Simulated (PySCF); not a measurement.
Published values to compare with (the computed states carry no symmetry labels, so the two lists aren't matched line by line):

```json
{"state": "1A''[F](π→π*)", "E (eV)": "1.00", "f": "0.000", "kind of transition": "vertical emission from the excited-state geometry", "source": "[1]"}
{"state": "1A2(π→π*)", "E (eV)": "3.70", "f": "", "kind of transition": "band maximum or as reported", "source": "[2]"}
{"state": "3A2(n→π*)", "E (eV)": "3.77", "f": "", "kind of transition": "vertical absorption", "source": "[1]"}
{"state": "3A2(n→π*)", "E (eV)": "3.80", "f": "", "kind of transition": "band maximum or as reported", "source": "[2]"}
{"state": "1A2(π→π*)", "E (eV)": "3.85", "f": "", "kind of transition": "vertical absorption", "source": "[1]"}
{"state": "3A1(π→π*)", "E (eV)": "5.61", "f": "", "kind of transition": "vertical absorption", "source": "[1]"}
{"state": "3B1(n→3p)", "E (eV)": "5.79", "f": "", "kind of transition": "vertical absorption", "source": "[1]"}
{"state": "3B1(n→3s)", "E (eV)": "5.80", "f": "", "kind of transition": "band maximum or as reported", "source": "[2]"}
{"state": "1B1(n→3s)", "E (eV)": "5.86", "f": "", "kind of transition": "band maximum or as reported", "source": "[2]"}
{"state": "1B1(n→3s)", "E (eV)": "6.01", "f": "0.035", "kind of transition": "vertical absorption", "source": "[1]"}
{"state": "3A2(π→3p)", "E (eV)": "7.12", "f": "", "kind of transition": "vertical absorption", "source": "[1]"}
{"state": "1A2(π→3p)", "E (eV)": "7.18", "f": "", "kind of transition": "vertical absorption", "source": "[1]"}
{"state": "1A1(π→π*)", "E (eV)": "7.25", "f": "0.154", "kind of transition": "vertical absorption", "source": "[1]"}
```

[1] computed, theoretical best estimate (aug-cc-pVTZ, frozen core, CC3 geometry), gas; Veril, Scemama, Caffarel, Lipparini, Boggio-Pasqua, Jacquemin, Loos, WIREs Comput. Mol. Sci. 2021, 11, e1517 (QUESTDB)
[2] measured, gas; Loos, Scemama, Blondel, Garniron, Caffarel, Jacquemin (2018), arXiv:1807.02045, literature column

Species: C₂H₂O.
SMILES: `C=C=O`

Computed with PySCF 2.14.0, density-fitted response routines, TDDFT CAM-B3LYP/aug-cc-pVTZ, vertical, gas phase, core orbitals frozen in the response. Isolated species at its PBE0-D3(BJ)/def2-TZVP geometry, gas phase.

Computed singlets: 3.93 eV (f 0.000); 5.85 eV (f 0.033); 6.92 eV (f 0.000); 7.04 eV (f 0.005); 7.19 eV (f 0.122); 7.94 eV (f 0.028); 8.20 eV (f 0.013); 8.33 eV (f 0.000); 8.53 eV (f 0.005); 8.83 eV (f 0.000). Computed triplets (Tamm–Dancoff): 3.59, 5.40, 5.67, 6.91 eV.

Question: How does the lowest computed singlet compare with the best estimate listed for the lowest singlet (vertical absorption)?

Answer: 3.93 eV against 3.85 eV for 1A2(π→π*) [1]: a difference of +0.08 eV. Geometry and basis of the two calculations needn't be the same.

Question: How does the lowest computed triplet compare with the best estimate listed for the lowest triplet (vertical absorption)?

Answer: 3.59 eV against 3.77 eV for 3A2(n→π*) [1]: a difference of -0.18 eV. Geometry and basis of the two calculations needn't be the same.

[F] marks fluorescence, computed at the excited state's geometry.

A measured band maximum holds vibronic effects and, in solution, solvent shifts, so it needn't equal the vertical energy.
